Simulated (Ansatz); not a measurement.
System: C₂HO, charge 0, multiplicity 2. SMILES: [CH]=C=O
Geometry from a B3LYP-D3(BJ)/def2-TZVP (Ansatz, an electronic-structure program) optimisation:
```xyz
4

C      0.2424    -0.1985    -1.2225
C     -0.0383    -0.0128     0.0205
H     -0.2306    -0.6396    -2.0763
O     -0.1243     0.2384     1.1610
```
Charge 0, spin multiplicity 2.

Wanted: atomisation energy, in kcal/mol. Set-up: no dispersion term unless named; spin-orbit terms left out; 6-311+G** with 5d; non-relativistic; atomisation electronic, to ground-state atoms; LANL2DZ all-electron up to Ne; 6-31G* and kin with 6d, 5d where marked; open shells spin-unrestricted. Ab initio and DFT rows: single points at B3LYP-D3(BJ) geometries (Ansatz).

| level | program | atomisation energy (kcal/mol) |
|---|---|---|
| PBE/STO-3G | Ansatz | 468.1 |
| PBE/3-21G | Ansatz | 432.5 |
| PBE/LANL2DZ | Ansatz | 410.9 |
| PBE/6-31G* | Ansatz | 448.3 |
| PBE/def2-SVP | Ansatz | 455.4 |
| PBE/6-311+G** | Ansatz | 445.7 |
| PBE/def2-TZVPD | Ansatz | 449.6 |

No value to compare with is used here. The 6 habitual levels span 410.9 (PBE/LANL2DZ) to 468.1 kcal/mol (PBE/STO-3G); PBE/def2-TZVPD gives 449.6.

The sets are all those run for this method; runs whose electronic state is in doubt are left out.
